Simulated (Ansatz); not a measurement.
Relaxation of H9NSi2 (12 atoms, charge 0, multiplicity 1), to a largest force component of 0.03 eV/Å in at most 50 steps.

Method: RKS LDA/6-31G* (Ansatz).

```xyz
12
Properties=species:S:1:pos:R:3
Si -0.083 0.142 0.145
N -0.048 0.320 1.919
H -0.782 -0.120 2.477
H 0.850 0.307 2.406
Si 2.088 0.137 -0.706
H 2.582 -1.262 -0.938
H 2.145 0.881 -2.010
H 3.045 0.805 0.244
H -0.850 1.284 -0.468
H -0.779 -1.119 -0.300
H 1.018 -2.153 0.952
H 0.839 -1.722 1.503
```

Problem. Where does it end, and by what steps?

Solution. It converged. The force dipped under the threshold on the way, but the program's further checks kept it going. After 27 steps the energy has fallen by 0.266 eV; H11 moved furthest, 1.17 Å.

| step | energy less start (eV) | largest force component (eV/Å) | accepted |
| --- | --- | --- | --- |
| 0 | 0.0000 | 1.412 | yes |
| 1 | -0.1304 | 0.615 | yes |
| 2 | -0.1650 | 0.339 | yes |
| 3 | -0.1812 | 0.630 | yes |
| 4 | -0.2049 | 1.144 | yes |
| 5 | -0.2196 | 0.359 | yes |
| 6 | -0.2488 | 0.215 | yes |
| 7 | -0.2446 | 0.578 | no |
| 8 | -0.2508 | 0.281 | yes |
| 9 | -0.2589 | 0.088 | yes |
| 10 | -0.2601 | 0.043 | yes |
| 11 | -0.2611 | 0.043 | yes |
| 12 | -0.2616 | 0.040 | yes |
| 13 | -0.2622 | 0.045 | yes |
| 14 | -0.2625 | 0.051 | yes |
| 15 | -0.2628 | 0.065 | yes |
| 16 | -0.2630 | 0.056 | yes |
| 17 | -0.2634 | 0.044 | yes |
| 18 | -0.2638 | 0.035 | yes |
| 19 | -0.2641 | 0.034 | yes |
| 20 | -0.2643 | 0.036 | yes |
| 21 | -0.2646 | 0.049 | yes |
| 22 | -0.2645 | 0.068 | no |
| 23 | -0.2650 | 0.023 | yes |
| 24 | -0.2647 | 0.056 | no |
| 25 | -0.2652 | 0.013 | yes |
| 26 | -0.2654 | 0.014 | yes |
| 27 | -0.2656 | 0.027 | yes |

```xyz
12
Properties=species:S:1:pos:R:3
Si -0.136 0.409 0.072
N -0.141 -0.152 1.717
H -1.042 -0.304 2.177
H 0.527 0.266 2.370
Si 2.005 0.130 -0.794
H 2.374 -1.320 -0.927
H 2.100 0.775 -2.150
H 3.023 0.791 0.096
H -0.557 1.846 -0.152
H -1.123 -0.442 -0.678
H 1.774 -2.524 1.758
H 1.222 -1.978 1.733
```

Whether the end is a true minimum wasn't checked by a vibrational analysis.

Time of the run: 50 s on 1 thread of Arm Neoverse V1, on a shared host, peak memory 0.11 GiB.
